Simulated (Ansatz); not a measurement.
Input file for Ansatz (a first-principles code): R-wB97M-V/def2-TZVPPD on NH3 (SMILES N) with ghost functions. Files ending in .json are basis or fitting sets from the Basis Set Exchange.

Ansatz 0.2 input:
```yaml
crystal:
  periodic: [false, false, false]
  atoms:
    - {symbol: N, position_ang: [-0.04998129, -1.58709323, 0.00000000]}
    - {symbol: H, position_ang: [0.12296265, -2.16846018, 0.81105976]}
    - {symbol: H, position_ang: [0.12296265, -2.16846018, -0.81105976]}
    - {symbol: H, position_ang: [0.65988580, -0.86235298, 0.00000000]}
basis:
  gaussian:
    orbitals: def2-TZVPPD.json
    ghost_atoms:
      - {symbol: N, position_ang: [0.04998129, 1.58709323, 0.00000000]}
      - {symbol: H, position_ang: [-0.12296265, 2.16846018, 0.81105976]}
      - {symbol: H, position_ang: [-0.65988580, 0.86235298, 0.00000000]}
      - {symbol: H, position_ang: [-0.12296265, 2.16846018, -0.81105976]}
hamiltonian:
  xc: {name: wB97M-V}
scf: {lower_state_search: off}
```

The log:

```
WARN ansatz: RAYON_NUM_THREADS=2 ignored (pool sized by the plan → 2); use --threads N
Functional definition: wB97M-V
these checks for a lower state are left out or cut short: stability, starts, cluster_reference, orbital_swaps, neighbouring_geometries, increment
integrals: 0.06 GiB planned
689 factors; their error is unknown
integrals: 0.10 GiB planned
231 factors; integrals over basis functions are off by at most 4.0e-5 eV
mean field: 0.70 GiB planned
mean field evaluation 1: about -1535.2559 eV, gradient 4.4e1 eV
mean field evaluation 2: about -1535.5170 eV, gradient 4.2e1 eV
mean field evaluation 4: about -1538.8895 eV, gradient 2.4e-1 eV
mean field evaluation 8: about -1538.8890 eV, gradient 2.6e-2 eV
mean field evaluation 16: about -1538.8890 eV, gradient 6.5e-6 eV
mean field -1538.88902355 eV, -56.5531285189 hartree, gradient 6.5e-6 eV, S^2 0.000000; 0 other end points of the search recorded, 0 dependent functions left out
reference -1538.88906146 eV, -56.5531299121 hartree; 5, 5 occupied and 171, 171 virtual orbitals, 689 factors
Total energy: -1538.88906146 eV, -56.5531299121 hartree
Checks for a lower state left out: stability, starts, cluster_reference, orbital_swaps, neighbouring_geometries, increment
```

Self-consistency was reached.

Cost: roughly 4 core-seconds.
